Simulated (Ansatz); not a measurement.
# Where CCSD(T) holds and where it slips

Each species is computed at the geometry given (Å), with frozen cores, in Ansatz 0.2.0: RHF-CCSD(T) for singlets, UHF-CCSD(T) otherwise, and full CI in the same basis. The program picks the determinant by trial CCSD, so it needn't be the lowest Hartree–Fock solution. States: HAlB Σ⁻ or Δ, BCl⁺ Σ⁺ or Δ, GaH4⁺ A1, AlH⁻ Π. Cases whose determinant has another symmetry than full CI's state, or whose (Q) step broke down, weren't drawn. No relativity is included.

Problem. Judging by size, spin and bonding and the diagnostics given, rank them by the size of CCSD(T)'s error in total energy against full CI in the same basis, smallest first (an estimate).
A. AlH⁻, doublet, aug-cc-pVDZ: Al 0.000 0.000 0.000; H 0.000 0.000 2.339. T1 0.026, (T) -75 meV in a correlation energy of -2.48 eV
B. HAlB, quartet, 6-31G: B 0.000 0.000 2.324; Al 0.000 0.000 -0.374; H 0.000 0.000 -1.951. T1 0.133, (T) -120 meV in a correlation energy of -2.52 eV
C. GaH4⁺, singlet, cc-pVDZ: Ga 0.000 0.000 -0.055; H 0.000 1.521 -0.198; H 0.000 0.383 2.107; H 0.000 -1.521 -0.198; H 0.000 -0.383 2.107. T1 0.008, (T) -24 meV in a correlation energy of -2.82 eV
D. BCl⁺, doublet, 6-31G: B 0.000 0.000 0.000; Cl 0.000 0.000 1.596. T1 0.029, (T) -131 meV in a correlation energy of -2.51 eV

Solution. C (9.1 meV), D (17.3 meV), A (32.7 meV), B (82.8 meV).

```tsv
species	basis	correlated electrons	CCSD(T) − full CI (meV)	CCSDT(Q) − full CI (meV)	unpaired electrons (full CI)	T1	⟨S²⟩ of the determinant
GaH4⁺, singlet	cc-pVDZ	6	9.1	0.2	0.03	0.008	0.00
BCl⁺, doublet	6-31G	9	17.3	-5.8	1.04	0.029	0.77
AlH⁻, doublet	aug-cc-pVDZ	5	32.7	0.7	1.13	0.026	0.77
HAlB, quartet	6-31G	7	82.8	8.7	3.13	0.133	3.83
```

Unpaired electrons are Σ n²(2−n)² over natural occupations; an open shell counts its own unpaired electrons too. Frozen cores follow each run's orbitals, which moves totals by a few meV.
